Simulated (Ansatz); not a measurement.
Input file:

```yaml
crystal:
  periodic: [false, false, false]
  atoms:
    - {symbol: Ge, position_ang: [0.000000, 0.000000, 0.431903]}
    - {symbol: N, position_ang: [0.000000, 0.000000, -1.883353]}
    - {symbol: H, position_ang: [0.000000, 0.830871, -2.477269]}
    - {symbol: H, position_ang: [0.000000, -0.830871, -2.477269]}
basis:
  gaussian: {orbitals: cc-pVTZ}
magnetization: {spin_polarized: false, initial_magnetization: 3}
correlation: {method: ccsdt_q, electrons: outside_noble_gas}
```

```sh
$ ansatz run in.yaml --threads 2 --pin off --events-out ev --progress --plain --max-ram 24576MiB --backend cuda --devices 0, --max-vram 18GiB
```

Log:

```
1216 factors; integrals over basis functions are off by at most 1.6e-7 eV
mean field evaluation 1: about -57985.4439 eV, gradient 1.4e1 eV
mean field evaluation 2: about -57985.4463 eV, gradient 1.4e1 eV
mean field evaluation 4: about -57986.1154 eV, gradient 1.4e0 eV
mean field evaluation 8: about -57986.1212 eV, gradient 8.1e-4 eV
mean field evaluation 16: about -57975.1981 eV, gradient 3.3e1 eV
mean field evaluation 32: about -57982.1717 eV, gradient 6.0e-4 eV
mean field evaluation 64: about -57982.3369 eV, gradient 1.5e0 eV
mean field evaluation 96: about -57983.9372 eV, gradient 3.4e-1 eV
mean field evaluation 128: about -57982.1717 eV, gradient 4.0e-3 eV
mean field evaluation 160: about -57977.1500 eV, gradient 3.6e0 eV
...
mean field -57986.12121229 eV, -2130.9506501469 hartree, gradient 2.8e-6 eV, S^2 3.750000; 11 other end points of the search recorded, 0 dependent functions left out
...
determinant -57986.12121229 eV, -2130.9506501469 hartree, with singles and doubles -57993.84896835 eV, -2131.2346399440 hartree
determinant -57984.33869501 eV, -2130.8851438453 hartree, with singles and doubles -57992.23560349 eV, -2131.1753498792 hartree
determinant -57984.21483591 eV, -2130.8805921072 hartree, with singles and doubles -57992.10400425 eV, -2131.1705136963 hartree
determinant -57983.93799000 eV, -2130.8704182079 hartree, with singles and doubles -57992.11935947 eV, -2131.1710779901 hartree
determinant -57982.43428395 eV, -2130.8151580295 hartree, with singles and doubles -57990.43748995 eV, -2131.1092704254 hartree
determinant -57982.17167624 eV, -2130.8055073744 hartree, with singles and doubles -57990.12070440 eV, -2131.0976287712 hartree
15 core orbitals not correlated: weight in the atoms' cores, before any rotation towards them, 1.000 or more for the frozen orbitals, at most 0.000 for the correlated occupied ones
reference -57986.12121229 eV, -2130.9506501469 hartree; 7, 4 occupied and 79, 82 virtual orbitals, 1216 factors
second order -6.70959350 eV of doubles, -0.14107285 eV of singles
...
cycle  12  -7.91587376 eV  change   -4.7e-6 eV  update   6.3e-5
cycle  13  -7.91593372 eV  change   -6.0e-5 eV  update   3.6e-5
cycle  14  -7.91595866 eV  change   -2.5e-5 eV  update   2.0e-5
cycle  15  -7.91595731 eV  change    1.4e-6 eV  update   1.2e-5
cycle  16  -7.91595255 eV  change    4.8e-6 eV  update   7.8e-6
cycle  17  -7.91594934 eV  change    3.2e-6 eV  update   4.3e-6
cycle  18  -7.91594824 eV  change    1.1e-6 eV  update   2.4e-6
cycle  19  -7.91594873 eV  change   -4.8e-7 eV  update   1.4e-6
cycle  20  -7.91594961 eV  change   -8.9e-7 eV  update   9.2e-7
cycle  21  -7.91595004 eV  change   -4.3e-7 eV  update   6.3e-7
perturbative correction -0.00970385 eV, -0.0003566097 hartree
Total energy: -57994.04686618 eV, -2131.2419125552 hartree
```

Ran on 2 threads of AMD EPYC 7R13 with a shared H100 80 GB, shared host: 31 s wall, 1.2 GiB peak host memory.
